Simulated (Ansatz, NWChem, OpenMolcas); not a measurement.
## How basis sets differ on NaLi (lithium sodium)

The species is NaLi (2 atoms), meant as a singlet with charge 0. As SMILES, `[Li][Na]`. The bond length is the measured one.

```xyz
2

Li    0.0000    0.0000    0.0000
Na    0.0000    0.0000    2.8100
```

Each level gives the HOMO–LUMO gap (eV). The values are calculated.

| level | kind | program | value (eV) |
| --- | --- | --- | --- |
| HF/ANO-L-MB | Hartree–Fock | OpenMolcas | 5.15 |
| HF/STO-3G | Hartree–Fock | OpenMolcas | 7.99 |
| HF/3-21G | Hartree–Fock | NWChem | 4.95 |
| HF/def2-SV(P) | Hartree–Fock | Ansatz | 4.97 |
| HF/cc-pVTZ | Hartree–Fock | OpenMolcas | 4.89 |

The values span 4.89 to 7.99 eV. A Hartree–Fock LUMO above zero doesn't converge with the basis: it sinks as sets grow more diffuse. Orbital gaps aren't excitation energies.
